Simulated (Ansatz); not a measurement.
Interaction energy ladder

The pair of H2O (SMILES O, atoms 1–3) and H2O2 (SMILES OO, atoms 4–7), both closed shells, in one local arrangement (a lower one may exist), relaxed at PBE0-D4/def2-TZVP:

```xyz
7
angstrom
O 0.3769 0.1197 -1.4128
H -0.0301 -0.4060 -2.1052
H -0.3524 0.5272 -0.9277
O 0.3156 -0.7534 1.2048
O -0.6721 0.2777 1.1781
H 0.6449 -0.6927 0.2874
H -0.2828 0.9276 1.7752
```

Program: Ansatz 0.2.0. Basis: def2-TZVPPD, with def2-QZVPPD for the basis limit. Cores are frozen in the correlated methods. B3LYP uses VWN-RPA correlation. Extrapolation: Hartree–Fock as exp(−7.88 √X), correlation as X^−2.97. Interaction energies count from these two fragments, frozen as in the pair, with the counterpoise correction; negative means bound.

Problem. What is the interaction energy by CCSD(T) at an estimated basis limit (MP2 extrapolated from triple and quadruple zeta, plus CCSD(T) − MP2 in triple zeta)? (To be estimated.)

Solution. The calculation gives: -30.2 kJ/mol. Hartree–Fock alone gives -19.0 kJ/mol at the basis limit. It counts from the two fragments frozen as in the pair.

The same quantity by other methods in triple zeta, and each one's difference from that estimate:
```
   method  E_int (kJ/mol)  difference
   PBE-D4           -31.1        -0.8
revPBE-D4           -25.6         4.6
  BLYP-D4           -27.7         2.5
r2SCAN-D4           -32.9        -2.7
   B97M-V           -30.8        -0.6
  PBE0-D4           -31.1        -0.9
 B3LYP-D4           -29.7         0.5
 HSE06-D4           -31.0        -0.7
  wB97X-V           -30.0         0.2
  wB97M-V           -30.5        -0.3
   B2PLYP           -27.1         3.1
       HF           -19.0        11.3
      MP2           -27.4         2.9
     CCSD           -25.5         4.7
  CCSD(T)           -27.3         2.9
```
Differences are method less estimate.

Problem. Which atoms make the shortest contact between the fragments?

Solution. O1 and H6, 1.90 Å apart.

Basis-set superposition shift (counterpoise-corrected less uncorrected): CCSD(T) 2.8; MP2 2.7; HF 0.2; PBE0-D4 0.2; wB97M-V 0.2 kJ/mol.

T1 diagnostic: at most 0.013.

For scale, one of the runs: CCSD(T)/def2-TZVPPD, 188 basis functions, launched by `ansatz run in.yaml --threads 2 --pin off --events-out ev --progress --plain --max-ram 5222MiB`. Hardware: 2 CPU threads of an Arm Neoverse V2, shared host. Wall time 46 s; peak host memory 2.1 GiB.
